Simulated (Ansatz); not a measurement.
# CH₆N radical: one structure at several levels

An exercise on one series of results from a longer session: the logs are not shown, and one member is left open.

Method: single points in def2-TZVPP; program: Ansatz 0.2.0, Gaussian basis.

Correlated methods freeze the cores. Orbitals are unrestricted.

**Starting geometry**

8 atoms, charge 0, spin multiplicity 2.

Atoms are counted from 1 here; the program's logs count them from 0.

Bond lengths: N2–C3 1.316 Å, N2–H5 1.102 Å, C3–H6 1.039 Å, C3–H7 1.146 Å, C3–H8 1.090 Å. Angles: C3–N2–H5 102.2°, N2–C3–H6 110.0°, N2–C3–H7 94.4°, N2–C3–H8 127.3°, H6–C3–H7 90.9°, H6–C3–H8 120.7°, H7–C3–H8 97.9°.

Coordinates:

| atom | x (Å) | y (Å) | z (Å) |
| --- | --- | --- | --- |
| H1 | -1.1894 | -0.4433 | 0.7732 |
| N2 | -0.4730 | 0.5676 | -0.0490 |
| C3 | 0.7664 | 0.1254 | -0.0614 |
| H4 | -1.7968 | -1.4477 | 1.1672 |
| H5 | -0.8479 | 0.2362 | -1.0304 |
| H6 | 1.2226 | 0.3182 | 0.8522 |
| H7 | 1.2003 | 1.0904 | -0.5019 |
| H8 | 1.2110 | -0.5754 | -0.7682 |

Set-up of the first run:

run/in.yaml reads:

```yaml
crystal:
  periodic: [false, false, false]
  atoms:
    - {symbol: H, position_ang: [-1.189400, -0.443300, 0.773200]}
    - {symbol: N, position_ang: [-0.473000, 0.567600, -0.049000]}
    - {symbol: C, position_ang: [0.766400, 0.125400, -0.061400]}
    - {symbol: H, position_ang: [-1.796800, -1.447700, 1.167200]}
    - {symbol: H, position_ang: [-0.847900, 0.236200, -1.030400]}
    - {symbol: H, position_ang: [1.222600, 0.318200, 0.852200]}
    - {symbol: H, position_ang: [1.200300, 1.090400, -0.501900]}
    - {symbol: H, position_ang: [1.211000, -0.575400, -0.768200]}
basis:
  gaussian: {orbitals: def2-TZVPP}
magnetization: {spin_polarized: true, initial_magnetization: 1}
correlation: {method: ccsd_t}
scf: {omitted_lower_state_checks: [cluster_reference]}
output: {forces: true}
```

The command line of these runs was not kept.

Steps of the session up to this table: CCSD(T)/def2-TZVPP; PBE0-D4/def2-TZVPP; wB97M-V/def2-TZVPP; r2SCAN-D4/def2-TZVPP; PBE-D4/def2-TZVPP; r2SCAN0-D4/def2-TZVPP; LC-wPBE/def2-TZVPP.

One of the session's tables, all rows but one given; the rest of the session is left out.

```
    method  RMS force component (eV/Å)  angle to CCSD(T) forces (°)  dipole (D)
   CCSD(T)                       2.299                    reference        2.23
   PBE0-D4                           ?                            ?           ?
   wB97M-V                       2.236                          3.1        2.42
 r2SCAN-D4                       2.174                          4.4        2.35
    PBE-D4                       2.107                          5.8        2.35
r2SCAN0-D4                       2.229                          5.6        2.33
   LC-wPBE                       2.272                          4.5        2.41
```

Q: Estimate the row for PBE0-D4 from the others.

The run gave: RMS force component (eV/Å): 2.182; angle to CCSD(T) forces (°): 4.9; dipole (D): 2.35. In the column «RMS force component (eV/Å)» it lies between r2SCAN-D4 (2.174) and r2SCAN0-D4 (2.229).

Caveats from the session: The unrestricted reference is spin-contaminated, which hurts MP2 most.
